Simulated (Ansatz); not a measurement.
# AlNH (sextet): wave-function methods side by side, cc-pVTZ

The task here is to estimate one member of a computed series from the others.

Computed with Ansatz 0.2.0, Gaussian basis. Level: cc-pVTZ, core rule «outside noble gas», up to 6 orbitals frozen.

The runs, in order: UHF; CCSD(T) on ROHF; CCSD(T) on UHF; BCCD(T) on ROHF; CCSDT(Q) on ROHF; CCSDT(Q) on UHF.

17 further runs of the same task are left out: 12 for a known fault of the program, 5 set aside as unsound or not needed.

**The geometry**

The geometry is a PBE0/def2-TZVP stationary point (not a proven minimum) of the parent state, kept for this charge and spin.

3 atoms, charge 0, spin multiplicity 6.

Atoms are counted from 1 here; the program's logs count them from 0.

Bond lengths: Al1–N2 1.909 Å, N2–H3 1.029 Å. Angles: Al1–N2–H3 108.4°.

The first run:

File in.yaml:

```yaml
crystal:
  periodic: [false, false, false]
  atoms:
    - {symbol: Al, position_ang: [0.000000, -0.031887, 0.689947]}
    - {symbol: N, position_ang: [0.000000, 0.120874, -1.212902]}
    - {symbol: H, position_ang: [0.000000, -0.826124, -1.614269]}
basis:
  gaussian: {orbitals: cc-pVTZ}
magnetization: {spin_polarized: true, initial_magnetization: 5}
hamiltonian: {xc: hf}
output: {orbitals: {seedname: orbitals}}
```

On the command line:

```bash
> ansatz run in.yaml --threads 1 --pin off --events-out ev --progress --plain --max-ram 2560MiB --backend cpu
```

Steps of the session up to this table: UHF; CCSD(T) on ROHF; CCSD(T) on UHF; BCCD(T) on ROHF; CCSDT(Q) on ROHF; CCSDT(Q) on UHF.

One of the session's tables, all rows but one given; the rest of the session is left out.

| method | from UCCSDT(Q) (meV) |
| --- | --- |
| ROHF | +5156.4 |
| UHF | +4960.2 |
| RMP2 | +803.7 |
| UMP2 | +809.5 |
| RCCSD | +159.6 |
| UCCSD | +152.5 |
| RCCSD(T) | +26.3 |
| UCCSD(T) | ? |
| BCCD(T) | +26.4 |
| RCCSDT | +8.2 |
| UCCSDT | +3.8 |
| RCCSDT(Q) | +4.4 |
| UCCSDT(Q) | 0 |

Q: Estimate the row for UCCSD(T) from the others.

**Answer.** from UCCSDT(Q) (meV): +22.4. In the column «from UCCSDT(Q) (meV)» it lies between RCCSDT (+8.2) and RCCSD(T) (+26.3).

Limits of these values: Restricted and unrestricted rows rest on different reference determinants; where their highest levels disagree by more than a few hundredths of an eV, they describe different states and don't form one ladder.
